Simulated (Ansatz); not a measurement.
## CCSD(T) against full CI for several species

Each species is computed at the geometry given (Å), with frozen cores, in Ansatz 0.2.0: RHF-CCSD(T) for singlets, UHF-CCSD(T) otherwise, and full CI in the same basis. The program picks the determinant by trial CCSD, so it needn't be the lowest Hartree–Fock solution. States: GeH⁺ Σ⁺ or Δ, [NH2···H···H] A', HNB A', [Cl···H···H] Σ⁺ or Δ. Cases whose determinant has another symmetry than full CI's state, or whose (Q) step broke down, weren't drawn. No relativity is included.

Problem. Judging by size, spin and bonding and the diagnostics given, rank them by the size of CCSD(T)'s error in total energy against full CI in the same basis, smallest first (an estimate).
A. GeH⁺, singlet, cc-pVQZ: Ge 0.000 0.000 0.000; H 0.000 0.000 1.589. T1 0.011, (T) -40 meV in a correlation energy of -2.43 eV
B. [Cl···H···H], doublet, 6-31G: Cl 0.000 0.000 -1.298; H 0.000 0.000 -0.019; H 0.000 0.000 1.318. T1 0.008, (T) -13 meV in a correlation energy of -1.61 eV
C. HNB, doublet, 6-31G: B 0.142 0.000 0.739; N -0.116 0.000 -0.467; H 0.092 0.000 -1.438. T1 0.035, (T) -156 meV in a correlation energy of -4.58 eV
D. [NH$_{2}$···H···H], doublet, 6-31G: N -0.151 -0.032 -0.049; H -0.449 0.936 -0.049; H -0.449 -0.434 0.831; H 1.127 -0.032 -0.049; H 1.872 -0.032 -0.049. T1 0.017, (T) -45 meV in a correlation energy of -3.66 eV

Solution. B (3.7 meV), A (9.4 meV), D (14.4 meV), C (40.5 meV).

```
               species    basis  correlated electrons  CCSD(T) − full CI (meV)  CCSDT(Q) − full CI (meV)  unpaired electrons (full CI)     T1  ⟨S²⟩ of the determinant
 [Cl···H···H], doublet    6-31G                     9                      3.7                       0.1                          1.01  0.008                     0.76
         GeH⁺, singlet  cc-pVQZ                     4                      9.4                       0.3                          0.06  0.011                     0.00
[NH2···H···H], doublet    6-31G                     9                     14.4                       0.1                          1.02  0.017                     0.77
          HNB, doublet    6-31G                     9                     40.5                      -4.9                          1.08  0.035                     0.87
```

Unpaired electrons are Σ n²(2−n)² over natural occupations; an open shell counts its own unpaired electrons too. Frozen cores follow each run's orbitals, which moves totals by a few meV.
